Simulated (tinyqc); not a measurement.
Ways to converge the cycle: SCF convergence aids in the sto-3g basis, for N2, spin multiplicity 1. Computed by the program tinyqc with PySCF. Command: `OMP_NUM_THREADS=1 python tinyqc.py 113315 113316 out.jsonl`; one thread of a shared host (Intel(R) Xeon(R) Processor @ 2.60GHz), about 0.6 s.

Geometry (angstrom):
```
atom       x       y       z
N     0.0000  0.0000  0.0000
N     0.0000  0.0000  1.1070
```

lowest restricted solution found by these runs and by PySCF = -107.498080 hartree

RHF with one setting changed at a time; a run stops when the energy changes by less than 1e-09 hartree and the error matrix is below 1e-5. The start is the core Hamiltonian. Damping d keeps d of the old density; a shift (hartree) raises the virtual levels; DIIS n extrapolates F over n matrices.

Largest element of the error matrix X^T (FDS - SDF) X:
```
iteration    plain  damping 0.3  damping 0.6  shift 0.4   DIIS 3   DIIS 8
1          9.3e-01      9.3e-01      9.3e-01    9.3e-01  9.3e-01  9.3e-01
2          1.5e-01      4.3e-01      6.7e-01    5.0e-01  1.5e-01  1.5e-01
3          2.6e-02      1.7e-01      4.6e-01    1.7e-01  2.2e-02  2.2e-02
4          4.6e-03      6.8e-02      3.1e-01    5.6e-02  2.1e-03  2.1e-03
5          1.0e-03      2.7e-02      2.0e-01    1.9e-02  2.0e-04  1.8e-04
6          3.7e-04      1.1e-02      1.3e-01    6.5e-03  1.5e-06  4.9e-06
8          4.6e-05      1.8e-03      5.6e-02    8.2e-04        -        -
10         5.3e-06      3.2e-04      2.4e-02    1.7e-04        -        -
14               -      2.4e-05      4.4e-03    1.1e-05        -        -
20               -      4.4e-05      3.7e-04          -        -        -
30               -      7.9e-02      4.5e-04          -        -        -
45               -      6.2e-04      5.1e-02          -        -        -
60               -            -      4.0e-03          -        -        -
```

How each run ends:
```
run          iterations  E (hartree)                                                        state
plain                10   -106.78015                                                       higher
damping 0.3          58   -107.49808                                                 lowest found
damping 0.6         >60   -107.49788  falls steadily but slowly, by a factor of about 0.84 a step
shift 0.4            15   -106.78015                                                       higher
DIIS 3                7   -106.78015                                                       higher
DIIS 8                7   -106.78015                                                       higher
```

1 of 6 runs reach the lowest restricted solution found, in 58 to 58 iterations (fastest: damping 0.3). Ending on a higher stationary point: plain, shift 0.4, DIIS 3, DIIS 8; a small error matrix cannot reveal that, and an occupation fixed by the start is kept by symmetry or by the shape of the basin. Not converged: damping 0.6. Plain steps already contract here, so damping only slows them. DIIS minimises the error, not the energy, so it can stall or settle near a saddle, and its small system turns near-singular when few rotations are active.
